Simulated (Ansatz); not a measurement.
# SiB2H6 (SMILES B[SiH2]B): single points off equilibrium

A test off equilibrium: a structure displaced at random from a GFN2-xTB minimum is computed at several levels, and each is set against CCSD(T).

Method: single points in def2-TZVPP; program: Ansatz 0.2.0, Gaussian basis.

Cores are frozen in the correlated methods.

## 1. Where the work starts

9 atoms, charge 0, spin multiplicity 1.

Atoms are counted from 1 here; the program's logs count them from 0.

Bond lengths: B1–Si2 1.965 Å, B1–H4 1.185 Å, B1–H5 1.170 Å, Si2–B3 1.938 Å, Si2–H6 1.467 Å, Si2–H7 1.482 Å, B3–H8 1.155 Å, B3–H9 1.193 Å. Angles: Si2–B1–H4 120.1°, Si2–B1–H5 121.3°, H4–B1–H5 118.3°, B1–Si2–B3 104.0°, B1–Si2–H6 112.1°, B1–Si2–H7 112.2°, B3–Si2–H6 113.6°, B3–Si2–H7 113.4°, H6–Si2–H7 101.9°, Si2–B3–H8 121.6°, Si2–B3–H9 120.0°, H8–B3–H9 118.4°.

As a file:

```
B    -1.0161    0.4957   -1.1357
Si    0.6241    0.4455   -0.0544
B     0.3157   -0.9997    1.1999
H    -1.1233   -0.2026   -2.0873
H    -1.9424    1.1303   -0.8072
H     0.8982    1.7346    0.5910
H     1.8366    0.2558   -0.8848
H     0.6048   -2.0892    0.9498
H    -0.2172   -0.7802    2.2440
```

## 2. CCSD(T)/def2-TZVPP

The input, run/in.yaml:

```yaml
crystal:
  periodic: [false, false, false]
  atoms:
    - {symbol: B, position_ang: [-1.016100, 0.495700, -1.135700]}
    - {symbol: Si, position_ang: [0.624100, 0.445500, -0.054400]}
    - {symbol: B, position_ang: [0.315700, -0.999700, 1.199900]}
    - {symbol: H, position_ang: [-1.123300, -0.202600, -2.087300]}
    - {symbol: H, position_ang: [-1.942400, 1.130300, -0.807200]}
    - {symbol: H, position_ang: [0.898200, 1.734600, 0.591000]}
    - {symbol: H, position_ang: [1.836600, 0.255800, -0.884800]}
    - {symbol: H, position_ang: [0.604800, -2.089200, 0.949800]}
    - {symbol: H, position_ang: [-0.217200, -0.780200, 2.244000]}
basis:
  gaussian: {orbitals: def2-TZVPP}
correlation: {method: ccsd_t}
output: {forces: true}
```

The command line of these runs was not kept.

## 3. PBE0-D4/def2-TZVPP

Edit run/in.yaml of step 2 so:

```diff
@@ -14,3 +14,3 @@
   gaussian: {orbitals: def2-TZVPP}
-correlation: {method: ccsd_t}
-output: {forces: true}
+hamiltonian: {xc: pbe0, dispersion: d4}
+output: {forces: true, orbitals: {seedname: orbitals}}
```

## 4. wB97M-V/def2-TZVPP

Edit run/in.yaml of step 3 so:

```diff
@@ -14,3 +14,3 @@
   gaussian: {orbitals: def2-TZVPP}
-hamiltonian: {xc: pbe0, dispersion: d4}
-output: {forces: true, orbitals: {seedname: orbitals}}
+hamiltonian: {xc: {name: wB97M-V}}
+output: {forces: true}
```

## 5. r2SCAN-D4/def2-TZVPP

Edit run/in.yaml of step 4 so:

```diff
@@ -14,3 +14,3 @@
   gaussian: {orbitals: def2-TZVPP}
-hamiltonian: {xc: {name: wB97M-V}}
+hamiltonian: {xc: r2scan, dispersion: d4}
 output: {forces: true}
```

## 6. PBE-D4/def2-TZVPP

Edit run/in.yaml of step 5 so:

```diff
@@ -14,3 +14,3 @@
   gaussian: {orbitals: def2-TZVPP}
-hamiltonian: {xc: r2scan, dispersion: d4}
+hamiltonian: {xc: pbe, dispersion: d4}
 output: {forces: true}
```

## 7. wB97X-V/def2-TZVPP

Edit run/in.yaml of step 6 so:

```diff
@@ -14,3 +14,3 @@
   gaussian: {orbitals: def2-TZVPP}
-hamiltonian: {xc: pbe, dispersion: d4}
+hamiltonian: {xc: {name: wB97X-V}}
 output: {forces: true}
```

## 8. revPBE-D4/def2-TZVPP

Edit run/in.yaml of step 7 so:

```diff
@@ -14,3 +14,3 @@
   gaussian: {orbitals: def2-TZVPP}
-hamiltonian: {xc: {name: wB97X-V}}
+hamiltonian: {xc: {name: revPBE}, dispersion: d4}
 output: {forces: true}
```

(Steps that only read results are left out.)

**Question.** What will these runs give? Wanted: energy less free atoms, CCSD(T)/def2-TZVPP; RMS force component; RMS force error; HOMO and LUMO, PBE0-D4; T1 diagnostic.

The runs gave:

```
                                  quantity                                                                                             value
energy less free atoms, CCSD(T)/def2-TZVPP                                                                                    -2660.6 kJ/mol
                       RMS force component                                                              0.400 to 0.454 eV/Å over the methods
                           RMS force error  PBE0-D4 0.083, wB97M-V 0.070, r2SCAN-D4 0.084, PBE-D4 0.157, wB97X-V 0.048, revPBE-D4 0.146 eV/Å
                    HOMO and LUMO, PBE0-D4                                                                                -8.12 and -3.10 eV
                             T1 diagnostic                                                                                             0.015
```

**Reading.** Against CCSD(T) the functionals' energies less atoms differ by -90.6 to -26.2 kJ/mol, PBE-D4 by -67.2 kJ/mol. CCSD(T) in triple zeta still lacks some correlation energy of the bonds, so part of these gaps is its own basis error and they don't rank the functionals. The forces of wB97X-V come nearest to CCSD(T), those of PBE-D4 are farthest. Frozen-core CCSD(T) forces in triple zeta carry basis errors of their own, and this is one geometry, so small gaps rank nothing.
